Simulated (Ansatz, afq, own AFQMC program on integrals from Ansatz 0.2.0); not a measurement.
**CH4, singlet in 6-31G, levels against full CI**

```xyz
5

C     0.0468    0.0465   -0.0467
H     0.6749    0.6765    0.5826
H    -1.3304   -1.3202    1.3248
H    -0.5797    0.6747   -0.6792
H     0.6770   -0.5850   -0.6723
```

Basis 6-31G. Noble-gas cores (and the filled d shells of Ga–Kr and In–Xe) are frozen. AFQMC by an in-house program on the Cholesky factors that Ansatz 0.2.0 writes for its CCSD(T) run. ph-AFQMC/CISD is guided by a CISD state made of CCSD amplitudes; releasing the constraint for a short imaginary time cuts its bias at the price of noise, slowly where states lie close. Uncertainties: one standard error, sampling alone.

Determinant: RHF, the one that the program's search chose, which needn't be the lowest solution. The geometry is a point of a scan.

Full CI on the same integrals is exact in this basis and with this determinant's frozen core.

Cautions: restricted determinant unstable towards unrestricted (UHF 1.90 eV lower, ⟨S²⟩ 0.89); strong correlation (T1 0.034, weight of the determinant 0.78, largest double 0.45); the CCSD(T) amplitudes may be one of several solutions (largest double 0.45); the CCSDT(Q) amplitudes may be one of several solutions (largest double 0.47); the CCSDTQ amplitudes may be one of several solutions (largest double 0.48).

The T1 diagnostic is 0.0344 and the weight of the determinant in the CISD state is 0.783. The size of the correlated space is 8 electrons in 16 orbitals.

```csv
level,correlation energy (eV)
MP2,-3.4733
CCSD,-4.7914
CCSD(T),-4.9992
```

(1) Estimate where phaseless AFQMC with a CISD trial lies against CCSD(T) on the same integrals.

(1) 1.64 ± 0.23 mEh above CCSD(T).

Reference: full CI, correlation energy -4.984 eV. The released energy is read at 2.40 1/Eh (meV from the phaseless value at times in 1/Eh: -8 ± 4 at 0.24, -10 ± 5 at 0.51, -19 ± 4 at 0.99, -18 ± 4 at 1.62, -18 ± 4 at 2.40). The cautions show a poor starting determinant, so the rows tell how each method copes with it here, and full CI is the sure value.

```
         level  E − E(reference) (mEh)  share of correlation (%)
       CCSD(T)                   -0.57                    100.31
         CCSDT                    0.13                     99.93
      CCSDT(Q)                    0.01                     99.99
        CCSDTQ                    0.03                     99.98
 ph-AFQMC/CISD             1.07 ± 0.23                     99.41
released AFQMC             0.40 ± 0.17                     99.78
```

CCSDT and higher add their correlation energy to the determinant of the CCSD(T) run, since their own runs factorise the integrals more tightly (a shift of under 2 meV). A walk keeps the symmetry of its determinant, which the program's search chose and which needn't be the lowest solution, so a lower state of the same spin and another symmetry isn't excluded. Released energies are given only where the last usable release times agree within the noise; a slower fall can still hide under it.
